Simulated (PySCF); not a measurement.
nitrosyl, NO (charge +1), SMILES N#[O+], point group C∞v.

Force field and properties: B3LYP/pcSseg-2 (PySCF, grid level 2). Vibrational terms come from second-order perturbation theory with semi-diagonal cubic constants, by steps of ±0.6 along the normal coordinates of each isotopologue. The parent has the commonest isotopes.

Equilibrium geometry (Å):

```json
{"atom": "N1", "x": "0.5333", "y": "-0.0111", "z": "-0.0120"}
{"atom": "O2", "x": "-0.5223", "y": "0.0162", "z": "-0.0446"}
```

An isotope shift is δ(isotopologue) − δ(parent), that is, the negative of the change in the averaged GIAO shielding; n counts bonds from the nearest label (0: the labelled atom itself). These are computed values; those of heavy atoms are rounded to 5 ppb, about the numerical noise.

(1) What isotope shifts arise with ¹⁸O at 2?

(2) What isotope shifts arise with ¹⁵N at 1?

(3) What isotope shifts arise with ¹⁵N at 1, ¹⁸O at 2?

Results:

(1) 
```
nucleus  n  0 K (ppb)  300 K (ppb)
     O2  0       -190         -190
     N1  1       -130         -130
```

(2) 
```csv
nucleus,n,0 K (ppb),300 K (ppb)
N1,0,-90,-90
O2,1,-130,-130
```

(3) 
| nucleus | n | 0 K (ppb) | 300 K (ppb) |
| --- | --- | --- | --- |
| N1 | 0 | -220 | -220 |
| O2 | 0 | -320 | -320 |
